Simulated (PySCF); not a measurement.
The isolated species `c1cc2occc2o1` is ionised with Mg Kα (hν = 1253.6 eV). Calculated photoelectron kinetic energies of its computed core levels, recoil neglected:

```
line  kinetic energy (eV)
   1               962.77
   2               962.01
   3               961.93
   4               713.54
```

Method used: PySCF 2.14.0, delta-SCF UKS SCAN, pcX-2 on the ionised atom, pcseg-1 elsewhere, spin-free X2C.

**Question.** Which element, shell and site does each line come from? Numbering: `[cH:1]1[cH:2][c:3]2[o:4][cH:5][cH:6][c:7]2[o:8]1`.

**Answer.** Against the vacuum level, binding energy = hν − kinetic energy.

| line | binding energy (eV) | level | atoms | environment |
| --- | --- | --- | --- | --- |
| 1 | 290.83 | C 1s | C2/C6 | aromatic CH carbon |
| 2 | 291.59 | C 1s | C1/C5 | aromatic CH next to a ring oxygen |
| 3 | 291.67 | C 1s | C3/C7 | ring-fusion aromatic carbon |
| 4 | 540.06 | O 1s | O4/O8 | furan-type oxygen |

**Question.** Where does line 4 move with hν = 800.0 eV?

**Answer.** To 800.0 − 540.06 = 259.94 eV; every photoline shifts by the change in photon energy, -453.6 eV.

The listed C 1s values span 0.84 eV, from C2/C6 (bonded to 2 C (aromatic in the SMILES) and H) to C3/C7 (bonded to O (aromatic in the SMILES) and 2 C (aromatic in the SMILES)). The widest gap between neighbouring values is 0.76 eV, between 290.83 and 291.59 eV.

**Question.** Which effective nuclear charge Zeff reproduces each element's mean 1s value in the hydrogen-like formula E = 13.606 eV × Zeff²?

**Answer.** C (Z = 6): mean 291.4 eV, Zeff = 4.63, Z − Zeff = 1.37; O (Z = 8): mean 540.1 eV, Zeff = 6.30, Z − Zeff = 1.70. Means run over the listed sites, weighted by atom count.

Other core shells, valence and Auger electrons aren't listed. The first atom of each set that the bonding makes equivalent was ionised and stands for the set. Isolated species at its PBE0-D3(BJ)/def2-SVP geometry, gas phase.

Time: 32 s of wall time. Hardware: x86-64 server, one thread, shared host.
